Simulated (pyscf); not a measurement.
**Four-centre exchange: Cl–Nb(Cl)(Cl)(Cl)–Cl + H₂S -> HCl + HS–Nb(Cl)(Cl)(Cl)–Cl**

Gas phase, singlet surface, charge 0. Bonds broken: Cl1–Nb2, S7–H8. Bonds formed: Cl1–H8, Nb2–S7. Structures and frequencies: ωB97X-D3(BJ)/def2-SVP in PySCF.

Transition state (Å):

```xyz
9

Cl     1.2214     0.5374     1.9756
Nb    -0.1031    -0.3317    -0.1640
Cl    -0.0708     1.8607    -0.8556
Cl    -1.3789    -1.0260    -1.8771
Cl     1.9858    -0.8603    -0.8514
Cl    -0.4761    -2.2048     1.1054
S     -1.8183     0.5093     1.5190
H     -0.2573     0.6688     2.1719
H     -1.8936     1.7985     1.1336
```

One imaginary mode, 701i cm⁻¹; descent along it reached the two sides named, in the forms told below.

```csv
bond,change,reactant side (Å),saddle,product side
Cl1–Nb2,breaks,2.321,2.7,2.9
S7–H8,breaks,1.348,1.700,2.6
Cl1–H8,forms,2.8,1.497,1.293
Nb2–S7,forms,2.8,2.546,2.412
```

Electronic energies relative to the separated reactants (kcal/mol):

```json
[
 {"level": "ωB97X-D3(BJ)/def2-TZVP", "barrier": "3.3", "reaction energy": "+2.9", "reverse barrier": "0.4"},
 {"level": "PBE/def2-TZVP", "barrier": "5.9", "reaction energy": "+4.7", "reverse barrier": "1.2"},
 {"level": "r²SCAN/def2-TZVP", "barrier": "5.2", "reaction energy": "+5.0", "reverse barrier": "0.2"},
 {"level": "B3LYP-D3(BJ)/def2-TZVP", "barrier": "6.4", "reaction energy": "+4.5", "reverse barrier": "1.9"},
 {"level": "PBE0-D3(BJ)/def2-TZVP", "barrier": "3.8", "reaction energy": "+3.7", "reverse barrier": "0.2"},
 {"level": "M06-2X/def2-TZVP", "barrier": "8.2", "reaction energy": "+3.5", "reverse barrier": "4.6"},
 {"level": "ωB97M-D3(BJ)/def2-TZVP", "barrier": "8.9", "reaction energy": "+4.3", "reverse barrier": "4.6"},
 {"level": "HF/def2-TZVP", "barrier": "29.5", "reaction energy": "+6.4", "reverse barrier": "23.1"}
]
```

With ωB97M-D3(BJ)/def2-TZVP energies and thermal terms (ideal gas, 1 atm, RRHO with modes under 100 cm⁻¹ raised to 100, one conformer, R ln 2 for chiral ones without a mode under 150 cm⁻¹), in kcal/mol:

| T (K) | ΔH‡ | ΔG‡ | ΔH | ΔG |
|---|---|---|---|---|
| 298 | 7.7 | 18.6 | +4.6 | +4.5 |
| 600 | 8.2 | 29.4 | +5.0 | +4.2 |
| 900 | 9.0 | 39.9 | +5.3 | +3.7 |
| 1200 | 9.8 | 50.0 | +5.6 | +3.1 |

On the reactant side the descent ends in an adduct with a Nb–S contact, 16.5 kcal/mol under the separated species and 19.8 kcal/mol under the saddle at ωB97X-D3(BJ)/def2-TZVP. On the product side the descent ends in an adduct with a Cl–Nb contact, 3.8 kcal/mol under the separated species and 4.2 kcal/mol under the saddle at ωB97X-D3(BJ)/def2-TZVP. What is counted as formed (Nb–S) is already present as a longer contact in the reactant adduct; forming that adduct is a step of its own. What is counted as broken (Cl–Nb) persists as a longer contact in the product adduct; parting that adduct is a step of its own. This is the saddle that the search found; another between the same sides may lie lower. Elements past Kr carry the def2 core potentials, without spin-orbit coupling.
